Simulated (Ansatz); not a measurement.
HOB, singlet in cc-pVDZ: errors against RCCSDT(Q)

Geometry: displaced at random from a stationary point.

| atom | x (Å) | y (Å) | z (Å) |
| --- | --- | --- | --- |
| B | 0.0844 | 0.0052 | 1.1605 |
| O | -0.0805 | 0.0136 | -0.1000 |
| H | -0.0039 | -0.0188 | -1.0604 |

Basis cc-pVDZ; Ansatz 0.2.0. Only valence electrons are correlated (noble-gas cores frozen), which leaves 10 electrons in 31 orbitals. R marks a restricted (for open shells ROHF) determinant. Active spaces: valence = (10e, 9o) chosen from the atoms' valence shells.

Full CI isn't at hand for all of this; RCCSDT(Q) serves as the reference, and is uncertain by the last step of the cluster series or more.

* UHF ⟨S²⟩: 0.000
* T1 diagnostic (RCCSD): 0.0174
* largest doubles amplitude (RCCSD): 0.099

| level | E − E(RCCSDT(Q)) (mEh) | share of correlation (%) | wall time |
| --- | --- | --- | --- |
| RHF | 277.35 | 0.00 | – |
| RMP2 | 26.84 | 90.32 | – |
| CISD | 26.85 | 90.32 | 0.64 s |
| RCCSD | 8.55 | 96.92 | – |
| RCCSD(T) | 1.26 | 99.55 | 0.67 s |
| BCCD(T) | 1.11 | 99.60 | 0.36 s |
| RCCSDT | 0.76 | 99.73 | – |
| CASSCF (valence space) | 148.32 | 46.52 | – |
| NEVPT2 (valence space) | 44.40 | 83.99 | 3.4 s |
| MRCISD (valence space) | 11.60 | 95.82 | – |
| MRCISD+Q (valence space) | 4.38 | 98.42 | 6 s |
| MRCISD+Q(relaxed) (valence space) | -0.13 | 100.05 | 8 s |

The correlation energy at RCCSDT(Q), counted from RHF, is -7.547 eV. That run took 2.7 s on 1 thread of Arm Neoverse V1, shared host.

Times hold each run's SCF and search for its determinant on a shared host, so for small cases they say little of a method's own cost; they ran on 1 thread of Arm Neoverse V1. Some runs computed forces too.

Natural occupations of CASSCF (valence space) about the gap: 1.999 1.987 1.979 1.974 1.974 0.026 0.026 0.020 0.015; effectively unpaired electrons, Σ n²(2−n)², 0.02.
